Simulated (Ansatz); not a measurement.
phosphine (SMILES P) moved off its minimum; all values from Ansatz (a quantum-chemistry and plane-wave program), cores frozen in correlated methods.
(charge 0, multiplicity 1)
```xyz
4

P      0.11835    -0.02808     0.05987
H     -0.68280     1.16002    -0.56485
H      1.20857    -0.06447    -0.69664
H     -0.63868    -1.00999    -0.58203
```

Give the forces (eV/Å), the total energy and the dipole at CCSD(T)/aug-cc-pV(T+d)Z.


```
atom      Fx      Fy      Fz
----  ------  ------  ------
P1    -2.949   1.844   1.491
H2     1.420  -1.683   0.595
H3     1.548   0.097  -1.704
H4    -0.019  -0.258  -0.381
```
Energy -342.6861 hartree, dipole 0.71 D.
